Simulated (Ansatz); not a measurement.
A nudged elastic band was laid between two geometries of C$_{4}$H$_{3}$N (8 atoms, charge 0, multiplicity 1).

All numbers below come from UKS PBE0-D4/cc-pVDZ (Ansatz).

```yaml
movable_images: 5
climbing_image: yes
spring: 5.0 eV/Å²
optimiser: quadratic models (default)
start_path: through a guess of the saddle point
force_threshold: 0.05 eV/Å
iteration_limit: 60
end_points: relaxed
```

Initial state:

```xyz
8
Properties=species:S:1:pos:R:3
C -0.533 -0.833 1.158
C -0.029 -0.041 0.057
C 0.396 0.627 -0.866
C 0.880 1.374 -1.911
N 1.291 2.011 -2.798
H -0.458 -0.275 2.104
H 0.043 -1.765 1.261
H -1.589 -1.097 0.996
```

Final state:

```xyz
8
Properties=species:S:1:pos:R:3
C -0.716 -0.492 1.330
C -0.064 -0.555 0.115
C 0.336 0.523 -0.621
C 0.886 1.174 -1.640
N 1.357 1.832 -2.514
H -0.957 0.468 1.788
H 0.159 -1.545 -0.311
H -1.001 -1.406 1.852
```

What changes between the two ends?

Bonds broken: C1–H7. Bonds formed: C2–H7.

What energy profile does the band end with?

It converged. The highest image is number 3 of 0 to 6, 3.20 eV above the first end and 1.32 eV above the last; the last end lies 1.88 eV above the first. Neighbouring images differ by up to 2.4 eV, so the band resolves the path poorly. A vibrational analysis at the climbing image gives one clearly imaginary mode, 1445i cm⁻¹: a first-order saddle point.

```csv
image,path coordinate (Å),energy (eV),C1–H7 (Å),C2–H7 (Å)
0,0.00,0.00,1.10,2.10
1,0.65,0.13,1.10,2.02
2,1.31,0.83,1.14,1.70
3,1.96,3.20,1.66,1.17
4,2.71,2.61,2.09,1.10
5,3.46,2.05,2.11,1.10
6,4.21,1.88,2.14,1.10
```

What is the geometry of the highest image?


```xyz
8
Properties=species:S:1:pos:R:3
C -0.816 -0.613 1.315
C -0.208 0.005 0.191
C 0.054 0.824 -0.753
C 0.864 1.147 -1.809
N 1.509 1.493 -2.725
H -0.381 -0.463 2.306
H 0.474 -0.939 0.317
H -1.496 -1.454 1.157
```

Time of the run: 2.7 min on 2 threads of AMD EPYC 9R14 (Zen 4), on a shared host, peak memory 0.24 GiB.
